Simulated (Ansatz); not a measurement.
Relaxation of Cl$_{2}$H$_{2}$Si (5 atoms, charge 0, multiplicity 1), to a largest force component of 0.02 eV/Å in at most 40 steps.

Method: RKS B3LYP-D4/def2-mTZVP (Ansatz).

```xyz
5
Properties=species:S:1:pos:R:3
Si 0.000 0.000 0.000
Cl 0.000 0.000 2.130
Cl 2.009 0.000 -0.709
H -0.688 1.191 -0.486
H -0.688 -1.191 -0.486
```

Task: Where does it end, and by what steps?

Result: The run converged. After 2 steps the energy has fallen by 0.086 eV; Cl3 moved furthest, 0.06 Å.

| step | energy less start (eV) | largest force component (eV/Å) | accepted |
| --- | --- | --- | --- |
| 0 | 0.0000 | 1.078 | yes |
| 1 | -0.0807 | 0.339 | yes |
| 2 | -0.0858 | 0.018 | yes |

```xyz
5
Properties=species:S:1:pos:R:3
Si 0.008 0.000 0.006
Cl -0.017 0.000 2.070
Cl 1.946 0.000 -0.705
H -0.652 1.228 -0.461
H -0.652 -1.228 -0.461
```

Whether the end is a true minimum wasn't checked by a vibrational analysis.

The run took 7 s on 1 thread of AMD EPYC 7R43 64-Core Processor (Zen 3), with other jobs on the host, peak memory 0.15 GiB.
